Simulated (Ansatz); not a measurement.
Density of states of TiCrP2 (P-3m1, a = 3.478 Å, b = 3.478 Å, c = 5.799 Å, α = 90.00°, β = 90.00°, γ = 120.00°), in states per eV and primitive cell, averaged over bins of 0.3 eV. Computed with Ansatz, DFT r2SCAN, scalar-relativistic, plane waves, PAW.

Cutoff 500 eV; k points 15×15×8 on the computed 4-atom cell (Γ-centred); Gaussian smearing, width 0.10 eV; collinear spin from starting moments 0.12 2.87 0 0 μB.

The cell is relaxed at this level. The states (both spins) are summed by tetrahedra on a 23×23×12 mesh at the self-consistent density. Energies are bin centres; the table starts no lower than −8 eV and ends at 6 eV, or lower where the solved bands end.

It is a metal at this level.

| E − E_F (eV) | total | Ti 3d up | Ti 3d down | Cr 3d up | P 3p up | Cr 3d down | P 3p down |
| --- | --- | --- | --- | --- | --- | --- | --- |
| -6.60 | 0.08 | 0.01 | 0.00 | 0.01 | 0.05 | 0.00 | 0.00 |
| -6.30 | 0.56 | 0.04 | 0.01 | 0.07 | 0.28 | 0.01 | 0.06 |
| -6.00 | 1.13 | 0.05 | 0.04 | 0.11 | 0.40 | 0.04 | 0.32 |
| -5.70 | 1.81 | 0.09 | 0.07 | 0.16 | 0.66 | 0.06 | 0.52 |
| -5.40 | 2.73 | 0.14 | 0.11 | 0.25 | 0.98 | 0.09 | 0.83 |
| -5.10 | 2.53 | 0.12 | 0.14 | 0.21 | 0.65 | 0.11 | 1.01 |
| -4.80 | 1.81 | 0.08 | 0.12 | 0.19 | 0.47 | 0.08 | 0.67 |
| -4.50 | 1.43 | 0.06 | 0.09 | 0.18 | 0.37 | 0.07 | 0.52 |
| -4.20 | 1.50 | 0.08 | 0.06 | 0.30 | 0.52 | 0.06 | 0.36 |
| -3.90 | 2.41 | 0.14 | 0.09 | 0.53 | 0.83 | 0.09 | 0.57 |
| -3.60 | 4.12 | 0.30 | 0.15 | 1.16 | 1.34 | 0.14 | 0.84 |
| -3.30 | 4.83 | 0.40 | 0.29 | 1.04 | 1.48 | 0.21 | 1.21 |
| -3.00 | 5.70 | 0.44 | 0.66 | 0.61 | 1.25 | 0.50 | 2.01 |
| -2.70 | 4.52 | 0.43 | 0.53 | 0.67 | 0.64 | 0.46 | 1.63 |
| -2.40 | 2.32 | 0.12 | 0.27 | 0.55 | 0.18 | 0.29 | 0.84 |
| -2.10 | 2.37 | 0.16 | 0.21 | 0.93 | 0.23 | 0.19 | 0.57 |
| -1.80 | 1.99 | 0.16 | 0.16 | 0.83 | 0.28 | 0.12 | 0.38 |
| -1.50 | 1.72 | 0.23 | 0.10 | 0.82 | 0.24 | 0.08 | 0.19 |
| -1.20 | 2.70 | 0.28 | 0.08 | 1.83 | 0.29 | 0.06 | 0.10 |
| -0.90 | 2.44 | 0.33 | 0.15 | 1.33 | 0.35 | 0.09 | 0.08 |
| -0.60 | 1.49 | 0.33 | 0.28 | 0.36 | 0.18 | 0.15 | 0.09 |
| -0.30 | 1.85 | 0.50 | 0.45 | 0.33 | 0.15 | 0.19 | 0.10 |
| 0.00 | 2.49 | 0.73 | 0.44 | 0.60 | 0.27 | 0.19 | 0.08 |
| 0.30 | 2.07 | 0.59 | 0.45 | 0.40 | 0.27 | 0.19 | 0.05 |
| 0.60 | 2.63 | 0.62 | 0.71 | 0.29 | 0.21 | 0.56 | 0.05 |
| 0.90 | 2.67 | 0.63 | 0.72 | 0.25 | 0.20 | 0.59 | 0.06 |
| 1.20 | 2.38 | 0.36 | 0.85 | 0.11 | 0.12 | 0.65 | 0.10 |
| 1.50 | 3.50 | 0.68 | 1.20 | 0.11 | 0.20 | 0.89 | 0.20 |
| 1.80 | 3.54 | 1.31 | 0.91 | 0.17 | 0.29 | 0.48 | 0.15 |
| 2.10 | 4.65 | 1.32 | 1.40 | 0.23 | 0.34 | 0.81 | 0.21 |
| 2.40 | 5.43 | 1.54 | 1.25 | 0.27 | 0.43 | 1.18 | 0.34 |
| 2.70 | 3.49 | 0.57 | 0.34 | 0.32 | 0.52 | 1.22 | 0.20 |
| 3.00 | 3.53 | 0.29 | 0.47 | 0.18 | 0.33 | 1.73 | 0.27 |
| 3.30 | 2.76 | 0.41 | 0.40 | 0.12 | 0.36 | 0.88 | 0.26 |
| 3.60 | 3.26 | 0.56 | 0.44 | 0.15 | 0.52 | 0.76 | 0.35 |
| 3.90 | 2.92 | 0.57 | 0.33 | 0.11 | 0.56 | 0.50 | 0.28 |
| 4.20 | 2.62 | 0.44 | 0.35 | 0.08 | 0.47 | 0.44 | 0.39 |
| 4.50 | 3.38 | 0.29 | 0.60 | 0.05 | 0.35 | 0.71 | 0.75 |
| 4.80 | 2.28 | 0.12 | 0.47 | 0.03 | 0.17 | 0.44 | 0.63 |
| 5.10 | 1.00 | 0.04 | 0.18 | 0.01 | 0.04 | 0.18 | 0.31 |

The columns after the total are the main Löwdin projections on the occupied valence shells of the potentials; 6 others are left out. The rest of the total lies in those, in shells that are empty in the free atom, which aren't projected, and between the atoms.

The state reached may not be the lowest one. Only parallel moments were tried here.

Only this magnetic start was tried.

Whether TiCrP2 exists in this form wasn't checked.

Cost: 1 run of about 4.4 core-minutes, on Arm Neoverse V1 (shared hosts).